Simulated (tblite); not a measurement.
# AlF3H2S: the cost of one run

Programs: tblite 0.8.0 and PySCF 2.14.0. All values are calculated, for the isolated system unless a continuum is named. Atoms count from 0, parts from 1.

## 1. Starting point

7 atoms, charge 0, multiplicity 1; geometry: rigid parts in contact. Parts: 1 = atoms 0–3, `[F][Al]([F])[F]`, charge 0; 2 = atoms 4–6, `S`, charge 0.

## 2. Search for minima with GFN2-xTB

Job settings and geometry (Å):

```
{"job": {"kind": "dock", "xc": "GFN2-xTB", "basis": "xTB"}, "charge": 0, "multiplicity": 1, "parts": [{"atoms": "0-3", "charge": 0, "multiplicity": 1}, {"atoms": "4-6", "charge": 0, "multiplicity": 1}]}
F      0.093813    -0.239787    -1.610701
Al    -0.000723     0.000187     0.000125
F     -0.089203    -1.277434     1.010440
F     -0.003887     1.517034     0.600137
S     -2.896526     0.267226     1.179020
H     -2.431371    -0.446525     2.196179
H     -2.945486     1.375268     1.907349
```

Level: GFN2-xTB search for minima from random contacts, gas phase.

Run with:

```sh
$ OMP_NUM_THREADS=1 python cluster_run.py task.json out
```

The driver reads the jobs from task.json and runs them one after another.

Q: Estimate the wall time of this first job on 1 thread of Arm Neoverse V2, shared host.

About 3.8 s.
